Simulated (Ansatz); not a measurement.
Born–Oppenheimer molecular dynamics of CH₅AlO (8 atoms, charge 0, multiplicity 1). It starts from a relaxed structure.

Level of theory: RKS B3LYP-D4/def2-SVP in Ansatz 0.2.0.

```
ensemble             : NVT, Langevin thermostat
time step            : 0.5 fs
steps asked          : 166
set temperature      : 200 K
friction             : 0.02 /fs
temperature schedule : 41 steps to 200 K, then 125 steps to 400 K
seed                 : 381697
```

First frame:

```xyz
8
Properties=species:S:1:pos:R:3
Al -0.039 -0.137 -0.080
H 0.142 -0.030 1.495
O 1.338 -0.437 -1.048
H 2.236 -0.557 -0.725
C -1.751 0.031 -0.994
H -2.395 -0.841 -0.780
H -2.306 0.922 -0.652
H -1.629 0.098 -2.087
```

Q: How far do the bonds stretch over the last three quarters of this one trajectory? (Pairs bonded in most of those frames.)

A: 
```csv
bond,mean (Å),spread (Å),shortest,longest
Al1–H2,1.584,0.011,1.56,1.61
Al1–O3,1.719,0.022,1.68,1.75
Al1–C5,1.959,0.015,1.94,1.99
O3–H4,0.962,0.016,0.94,0.99
C5–H6,1.108,0.022,1.06,1.17
C5–H7,1.104,0.020,1.06,1.16
C5–H8,1.106,0.020,1.07,1.17
```

Mean temperature of the second half: 128 K. The schedule's set-point averaged 334 K over the second half and the system 128 K, so it lags behind the ramp. A run of 0.083 ps of so small a system gives no equilibrium averages.

Run time: 4.5 min on 1 thread of Arm Neoverse V2, with other jobs on the host, peak memory 0.12 GiB.
